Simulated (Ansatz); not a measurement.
A structure relaxed at PBE0-D4/def2-TZVP, charge 0, multiplicity 1:

```xyz
7

F    -1.457   -0.332    0.667
C    -0.326   -0.893    0.128
S     1.152    0.050    0.485
S     1.015    1.606   -0.828
H    -0.171   -1.877    0.583
H    -0.462   -0.978   -0.951
H     0.248    2.425   -0.084
```

Q: Give its formula and SMILES.

A: CH3FS2, `FCSS`.

Q: Summarise the bond lengths by kind.

A: 1 × C–F 1.372 Å; 1 × C–S 1.789 Å; 2 × C–H 1.091 to 1.095 Å; 1 × S–S 2.041 Å; 1 × H–S 1.347 Å.

Results of the Gaussian-basis code of Ansatz.
